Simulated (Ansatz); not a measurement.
We consider hcp Zn, described by PBE (Ansatz, an electronic-structure program, plane waves, PAW).

Run with plane-wave cutoff 520 eV, 24×24×12 k mesh (along the axes of the cell as run), Fermi–Dirac smearing 0.05 eV, scalar-relativistic PAW data made under PBE.

Cell (relaxed at this level):

```yaml
crystal:
  lattice:
    - [1.32232, -2.29033, 0.00000]
    - [1.32232, 2.29033, 0.00000]
    - [0.00000, 0.00000, 5.03249]
  atoms:
    - { symbol: Zn, position: [0.33333, 0.66667, 0.25000] }
    - { symbol: Zn, position: [0.66667, 0.33333, 0.75000] }
```

**Question.** Predict the bulk modulus.

**Answer.** 
bulk modulus: 62.5 GPa

The run finds no gap.

Measured, for comparison: bulk modulus 69.7 GPa (zero-point energy and finite temperature contributions removed, our sources range from 64.7 to 69.7; as tabulated in doi:10.1021/acs.jctc.3c00612). Computed (rounded) less measured: bulk modulus -10 % (-3 % to -10 % over the range).

Note: the bulk modulus comes from volumes at which shape and atoms were relaxed.

Computed values are for the static lattice.
